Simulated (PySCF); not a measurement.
Molecule: `InChI=1S/C4H6FN/c5-3-1-4(6)2-3/h3,6H,1-2H2`.

Bonds (- single, = double, # triple, : aromatic): N1=C2, C2-C3, C3-C4, C4-F5, C4-C6, C6-C2. N1 carries H7; C3 carries H8, H9; C4 carries H10; C6 carries H11, H12. H8, H11 are cis to F5 on the ring; H9, H12 are trans to F5 on the ring.

Frames of a GFN2-xTB Langevin trajectory at 300 K; GIAO PBE0/pcSseg-1 shieldings in PySCF 2.14.0 with density-fitted response routines, gas phase, non-relativistic; equivalent atoms averaged within each frame.

Scale: NH3 for 15N (267.73 ppm); 13C (186.93 ppm), 1H (31.72 ppm) against TMS; 19F (170.95 ppm) vs CFCl3 (reference shieldings calculated alike). The references are static minima.

Q: How do the shifts (ppm) fluctuate along the trajectory?

A: 
```csv
time (fs),N1,C2,C4,C6,C3,F5,H7,H10,H12,H8
optimised geometry,345.6,175.7,82.5,49.7,49.4,-201.2,10.80,5.24,2.95,3.37
250,342.4,169.6,79.6,52.6,49.2,-205.9,11.08,4.49,3.52,3.36
425,389.0,182.8,82.6,50.3,51.3,-191.6,13.76,6.24,3.47,3.34
625,343.1,186.4,89.6,56.0,51.5,-206.9,10.65,5.27,3.32,4.21
800,325.8,174.2,79.4,44.7,48.3,-212.9,9.56,4.64,3.07,3.14
1000,327.5,169.0,83.1,47.6,45.9,-186.5,10.12,6.11,2.12,3.16
mean of frames,345.6,176.4,82.9,50.2,49.2,-200.8,11.03,5.35,3.10,3.44
standard deviation,25.6,7.8,4.1,4.4,2.3,11.1,1.63,0.81,0.58,0.44
```

5 frames give an uncertainty of the mean of about the standard deviation over 2.2 at best, since frames this close in time may not be independent; classical motion lacks zero-point vibration, and the reference would need the same averaging.
